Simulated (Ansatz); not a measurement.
**C₂H₂O₂S: one species, many methods**

How much do the methods differ for C₂H₂O₂S? The plan is to run it at one geometry with functionals of several rungs and with coupled cluster, and see how far each lands from CCSD(T) at the basis-set limit for the atomisation energy.

Computed with Ansatz 0.2.0, Gaussian basis. Level: functionals in def2-TZVPP, the program's frozen cores in correlated methods.

Plan: LDA (SPW92), PBE-D4, revPBE-D4, BLYP-D4, r2SCAN-D4, B97M-V, PBE0-D4, B3LYP-D4, r2SCANh-D4, r2SCAN0-D4, HSE06-D4, BHLYP-D4, CAM-B3LYP-D4, LC-ωPBE, ωB97X-V, ωB97M-V, B2PLYP, PBE-QIDH; CCSD(T)/def2-SVP; CCSD(T)/def2-TZVPP; MP2/def2-QZVPP; extrapolation to the limit; RPA on PBE.

## (1) The geometry

The geometry comes from an earlier relaxation with PBE0-D4 in a triple-zeta def2 set; it is a stationary point, not always the lowest conformer.

SMILES `O=C1SC1O`, 7 atoms, charge 0, spin multiplicity 1.

Atoms are counted from 1 here; the program's logs count them from 0.

Bond lengths: O1–C2 1.188 Å, C2–S3 1.742 Å, C2–C4 1.460 Å, S3–C4 1.902 Å, C4–O5 1.357 Å, C4–H6 1.085 Å, O5–H7 0.964 Å. Angles: O1–C2–S3 142.3°, O1–C2–C4 145.1°, S3–C2–C4 72.3°, C2–S3–C4 47.0°, C2–C4–S3 60.8°, C2–C4–O5 123.1°, C2–C4–H6 119.6°, S3–C4–O5 120.8°, S3–C4–H6 112.1°, O5–C4–H6 111.2°, C4–O5–H7 110.1°.

## (2) LDA

This LDA is Slater exchange with PW92 correlation.

Contents of in.yaml:

```yaml
crystal:
  periodic: [false, false, false]
  atoms:
    - {symbol: O, position_ang: [-0.595329, 1.981098, 0.080474]}
    - {symbol: C, position_ang: [-0.278056, 0.883194, 0.405168]}
    - {symbol: S, position_ang: [0.589422, 0.005238, 1.635167]}
    - {symbol: C, position_ang: [-0.232608, -0.519074, 0.001771]}
    - {symbol: O, position_ang: [0.514683, -0.966981, -1.039108]}
    - {symbol: H, position_ang: [-1.097303, -1.152733, 0.166163]}
    - {symbol: H, position_ang: [1.160492, -0.298641, -1.295334]}
basis:
  gaussian: {orbitals: def2-TZVPP}
hamiltonian: {xc: lda}
output: {orbitals: {seedname: orbitals}}
```

The runs that follow: PBE-D4 (GGA); revPBE-D4 (GGA); BLYP-D4 (GGA); r2SCAN-D4 (meta-GGA); B97M-V (meta-GGA); PBE0-D4 (hybrid); B3LYP-D4 (hybrid); r2SCANh-D4 (hybrid); r2SCAN0-D4 (hybrid); HSE06-D4 (hybrid); BHLYP-D4 (hybrid); CAM-B3LYP-D4 (range-separated); LC-ωPBE (range-separated); ωB97X-V (range-separated); ωB97M-V (range-separated); B2PLYP (double hybrid); PBE-QIDH (double hybrid); CCSD(T) in def2-SVP; CCSD(T) in def2-TZVPP; MP2 in def2-QZVPP; RPA on PBE orbitals.

Q: Predict the results of all the runs planned. Wanted: atomisation energy, CCSD(T)/CBS; farthest beyond LDA; mean size of error, GGA; mean size of error, meta-GGA; mean size of error, hybrid; mean size of error, range-separated; mean size of error, double hybrid; gap, smallest and largest; T1 diagnostic.

As calculated:

| quantity | value |
| --- | --- |
| atomisation energy, CCSD(T)/CBS | 29.907 eV |
| functionals within 0.150 eV (0.5 %) | B3LYP-D4, r2SCANh-D4, CAM-B3LYP-D4, LC-ωPBE, ωB97X-V, PBE-QIDH |
| farthest beyond LDA | PBE-D4 (+2.011 eV) |
| mean size of error, GGA | 1.164 eV |
| mean size of error, meta-GGA | 0.455 eV |
| mean size of error, hybrid | 0.629 eV |
| mean size of error, range-separated | 0.105 eV |
| mean size of error, double hybrid | 0.172 eV |
| gap, smallest and largest | 3.70 eV (LDA (SPW92)), 11.11 eV (LC-ωPBE) |
| T1 diagnostic | 0.0176 |
| triples share of the correlation energy | 4.8 % |

LDA overbinds by 6.760 eV (23 %). PBE-D4 misses by +2.011 eV. Double hybrids carry the basis error of their MP2 part in triple zeta, and no dispersion term here, so their miss is partly the set-up's. Taken by rung, range-separated functionals do best (0.105 eV on average) and GGA ones worst beyond LDA (1.164 eV). The gap between the best rungs is small, so their order is not settled. The reference freezes the cores and leaves out relativity and excitations past (T), so misses under about 0.150 eV can't be ranked. Hartree-Fock recovers 63 % of the binding; the rest is correlation. CCSD(T) in def2-SVP is off by -1.929 eV, worse than the median functional, from the basis alone. The gap grows from 3.7 to 11.1 eV across the functionals, mostly with the share of exact exchange.
